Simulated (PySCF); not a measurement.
## How methods differ on the electron affinity of Si

Si- [Ne] 3s2 3p3 (4S) → Si [Ne] 3s2 3p2 (3P), as a difference of total energies. All numbers are calculated (PySCF 2.14, the non-relativistic Hamiltonian (point nucleus), in aug-cc-pwCVTZ). Correlated levels: valence: [Ne] frozen; valence and next inner shell: 1s2 frozen; nothing frozen. The calculations carry no spin-orbit coupling.

```tsv
method	electron affinity (eV)	plus first-order spin-orbit estimate	error of that sum (eV)
UHF	0.852	0.837	-0.553
LDA	1.592	1.576	+0.186
PBE	1.490	1.474	+0.084
PBE0	1.456	1.440	+0.050
r2SCAN	1.528	1.512	+0.122
B3LYP	1.344	1.328	-0.062
BLYP	1.225	1.209	-0.181
M06	1.287	1.271	-0.119
TPSSh	1.419	1.403	+0.013
MP2 (valence)	1.389	1.373	-0.017
SCS-MP2 (valence)	1.208	1.192	-0.198
MP2 (valence and next inner shell)	1.381	1.365	-0.025
SCS-MP2 (valence and next inner shell)	1.202	1.187	-0.203
MP2 (all electrons)	1.382	1.366	-0.024
SCS-MP2 (all electrons)	1.203	1.187	-0.203
```

Reference: 1.390 eV (measured; photodetachment measurements, as compiled on the Wikipedia data page of electron affinities).

A first-order spin-orbit estimate (lowest level to lowest level, LS coupling) adds -0.016 eV.

Errors of the correlated levels include the incompleteness of this basis and the frozen core.

In the anion the highest occupied orbital energy is positive at LDA, PBE, PBE0, r2SCAN, B3LYP, BLYP, M06, TPSSh, a self-interaction effect; the basis confines that electron, and the energy difference can still be sensible.
